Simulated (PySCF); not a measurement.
Output of ΔSCF core-hole calculations on `C#CCC(=O)O` (3-butynoic acid).

Computed with delta-SCF UKS SCAN, pcX-2 on the ionised atom, pcseg-1 elsewhere, spin-free X2C (PySCF). Atoms in this output count from 0. The cycles run on a coarse integration grid; for E(ground) and E(ion) the exchange–correlation energy is redone on a finer one, so they differ from the last cycle, and only they enter the binding energy.

Coordinates (Å, GFN2-xTB):
```
C      2.146491    -0.680179     0.512089
C      1.244823     0.006766     0.130302
C      0.126246     0.808016    -0.329290
C     -1.094902    -0.088195    -0.395539
O     -1.467810    -0.685127    -1.366004
O     -1.715755    -0.154218     0.786520
H      2.954562    -1.261390     0.841948
H      0.341059     1.200972    -1.324767
H     -0.055825     1.620950     0.376013
H     -2.470007    -0.762940     0.746201
```

```
ground state, core basis on atom 4 (O), 135 functions
  cycle   1  E = -305.23136221  |g| = 9.84e-02
  cycle   2  E = -305.22989200  |g| = 9.72e-02
  cycle   3  E = -305.23040910  |g| = 8.15e-02
  cycle   4  E = -305.23163070  |g| = 7.30e-03
  cycle   5  E = -305.23164165  |g| = 2.90e-03
  cycle   6  E = -305.23164288  |g| = 5.70e-04
  cycle   7  E = -305.23164436  |g| = 1.22e-04
  E(ground) = -305.24247680 Eh
hole in O 1s of atom 4
  cycle   1  E = -284.63150956  |g| = 2.22e+00
  cycle   2  E = -282.97842417  |g| = 2.43e+00
  cycle   3  E = -284.90368248  |g| = 9.72e-01
  cycle   4  E = -285.36159331  |g| = 4.57e-01
  ...
  cycle   9  E = -285.45393189  |g| = 2.88e-03
  cycle  10  E = -285.45393488  |g| = 1.17e-03
  cycle  11  E = -285.45393623  |g| = 2.74e-04
  E(ion) = -285.46604651 Eh   <S^2> = 0.7642   hole on atom = 1.000
```

What is the O 1s binding energy of atom 4?

(-285.466047 − (-305.242477)) Eh × 27.2114 eV/Eh = 538.14 eV, for the acid carbonyl oxygen.

One conformer (not necessarily the lowest) at the GFN2-xTB geometry, without solvent, vibrations or thermal averaging.

On one thread, x86-64 server, no GPU (shared host), this took 48 s.

The values belong to the conformer `[CH:1]#[C:2][CH2:3][C:4](=[O:5])[OH:6]`: C2–C3–C4–O5 -93°, H–O6–C4–C3 -177°.
Labels such as C1 count atoms from 1, the log's own numbers from 0.
